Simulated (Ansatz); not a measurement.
**HGa–C–O, triplet in cc-pVDZ: errors against UCCSDT(Q)**

Geometry: displaced at random from a stationary point.

```xyz
4

Ga    0.0344   -0.0389    0.7201
C    -0.1305    0.1477   -1.1936
O    -0.0538   -0.0150   -2.3443
H     0.0293    1.1683    1.6263
```

Basis cc-pVDZ; Ansatz 0.2.0. Correlated methods freeze the noble-gas cores and the filled d shells of p-block atoms, which leaves 14 electrons in 44 orbitals. Prefix R: restricted or restricted open-shell reference; prefix U: unrestricted. No spin–orbit coupling is included, and no scalar relativity.

Full CI isn't at hand for all of this; UCCSDT(Q) serves as the reference, and is uncertain by the last step of the cluster series or more. The frozen core follows each run's orbitals, which can shift R against U totals by a few meV for light atoms and by up to 0.1 eV past Ca.

The UHF ⟨S²⟩ is 2.018. The T1 diagnostic (RCCSD) is 0.0272, the largest doubles amplitude (RCCSD) is 0.065 and the T1 diagnostic (UCCSD) is 0.0257.

```json
{"level": "UMP2", "E − E(UHF) (eV)": "-9.3183"}
{"level": "UCCSD", "E − E(UHF) (eV)": "-9.7817"}
{"level": "UCCSD(T)", "E − E(UHF) (eV)": "-10.1680"}
```

Estimate how far UCCSDT(Q) in cc-pVDZ lies from UCCSD(T). The table doesn't fix it; the size of (T) and the diagnostics are the guide.

UCCSDT(Q) in cc-pVDZ lies 7.0 kJ/mol below UCCSD(T), which is 19 % of the (T) step (-37.3 kJ/mol). The diagnostics are small and the rest is a small part of (T), but (T) is large here. The miss exceeds 1 kcal/mol.

The other levels:

```tsv
level	E − E(UCCSDT(Q)) (kJ/mol)	wall time
UCCSDT	4.0	–
```

Run but not shown, since their state, orbitals or frozen core can't be matched to the reference's or they repeat it: RHF, RMP2, RCCSD, RCCSD(T), BCCD(T), RCCSDT, RCCSDT(Q).
